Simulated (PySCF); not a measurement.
Oxygen, O₂ (triplet state).
Numbering: `[O:1]=[O:2]`

Computed with UKS B3LYP, IGLO-III on O, non-relativistic, mean-field spin-orbit, GIAO (PySCF). Spin–spin part from the singly occupied natural orbitals, spin–orbit part to second order with van Wüllen's prefactor. Geometry: PBE0-D3(BJ)/def2-SVP; no solvent, vibrations or thermal averaging.

What zero-field splitting does the calculation give?

D = +3.345 cm⁻¹ and E = 0.000 cm⁻¹, with E given the sign of D (E/D = 0.00; 0 is axial, 1/3 the rhombic limit). Point group D∞h requires E = 0. Diagonalised alone, the spin–spin tensor gives D = +1.554, E = 0.000 and the spin–orbit tensor D = +1.792, E = 0.000 cm⁻¹. The largest Mulliken spin populations are on O2 (+1.00) and O1 (+1.00).

What is D as a frequency, a field and a temperature?

D = +100.29 GHz = +3576 mT (with g_iso = 2.0038) = +4.813 K = +414.8 μeV.

What are the three sublevel energies at zero field and the gaps between them?

With H = D(Sz² − 2/3) + E(Sx² − Sy²): Tz at -2.230 cm⁻¹, Tx at +1.115 cm⁻¹, Ty at +1.115 cm⁻¹. The gaps are |D| − |E| = 100.29 GHz, |D| + |E| = 100.29 GHz and 2|E| = 0.00 GHz.

How are these sublevels filled in thermal equilibrium at 77 K and zero field?

kT = 53.52 cm⁻¹, so the Boltzmann shares are Tz 34.7 %, Tx 32.6 %, Ty 32.6 %.

Where do the strong lines fall at 9.523 GHz with the field along each axis of D (isotropic g = 2.0038, hyperfine left aside, microwave field at right angles)?

From exact diagonalisation up to 8000 mT, keeping lines above a fifth of the strength of a high-field Δm = ±1 line:

| field along | resonance fields (mT) |
| --- | --- |
| x | 1153 |
| y | 1153 |
| z | 3236, 3916 |

Without D the line would be at 340 mT. The microwave quantum is 0.318 cm⁻¹, against |D| + |E| = 3.345 cm⁻¹.

Natural occupations around the open shell: 1.998, 1.000, 1.000, 0.002. ⟨S²⟩ = 2.0089 against the exact 2.0000, so spin contamination is small.

Principal g values: 2.0020, 2.0047, 2.0047.

On one thread, x86-64 server, no GPU (shared host), this took 2.6 s.
